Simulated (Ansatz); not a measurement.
hcp Hf, treated with r²SCAN (PAW; Ansatz, a program for electronic structure).

Run with plane-wave cutoff 600 eV, 24×24×14 k mesh (along the axes of the cell as run), Fermi–Dirac smearing 0.042 eV (set by the program), scalar-relativistic PAW data made under PBE.

Computed at the level's own relaxed cell.

Hill averages of the elastic tensor: K = 110.3 GPa, G = 61.8 GPa. Volume 22.353 Å³/atom, mean atomic mass 178.490 u.

Task: Work out the density, the sound velocities of a polycrystal and the elastic Debye temperature, and Pugh's ratio at this level.

Result: ρ = 1.66054 × 178.490/22.353 = 13.260 g/cm³. v_l = √[(K + 4G/3)/ρ] = 3.812 km/s and v_t = √(G/ρ) = 2.159 km/s. The mean follows from 3/v_m³ = 1/v_l³ + 2/v_t³: v_m = 2.401 km/s. Θ_D = (ħ/k_B) v_m (6π²/V)^(1/3) = 76.38 K Å s/km × 2.401 × 1.3837 Å⁻¹ = 254 K, counting all atoms of the cell. K/G = 1.78, to be set beside Pugh's rough bound of 1.75 between brittle and ductile metals.
